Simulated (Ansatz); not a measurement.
Process, species as SMILES: [SiH3][CH2] (CH2-SiH3) → C atom + 5 H atom + Si atom
B3LYP-D3(BJ)/def2-TZVP geometries, fixed; electronic energies without zero-point terms.

The atomisation energy at MP2 with Ansatz (a first-principles code), in kcal/mol, split into its Hartree-Fock and correlation parts. Cores are frozen. Open shells are unrestricted. No added dispersion term, no relativity. Functions are those of the species that has most.

```
basis        X  functions  Hartree-Fock     MP2
-----------  -  ---------  ------------  ------
cc-pV(D+d)Z  2         62        399.89  478.77
cc-pV(T+d)Z  3        139        407.19  503.66
cc-pV(Q+d)Z  4        269        408.46  511.39
```

Worked estimate of the basis-set limit from each neighbouring pair, with Hartree-Fock from the larger set and the correlation part extrapolated as X^-3.
Correlation parts: X = 2: 78.88, X = 3: 96.47, X = 4: 102.93.
- (2,3): (27·(96.47) - 8·(78.88))/19 = 103.88; with Hartree-Fock 407.19 the estimate is 511.07 kcal/mol.
- (3,4): (64·(102.93) - 27·(96.47))/37 = 107.64; with Hartree-Fock 408.46 the estimate is 516.10 kcal/mol.
The last two estimates differ by 5.04 kcal/mol; the largest set lies 4.71 from the last. Over the last step Hartree-Fock moves by 1.27 and the correlation part by 6.46.
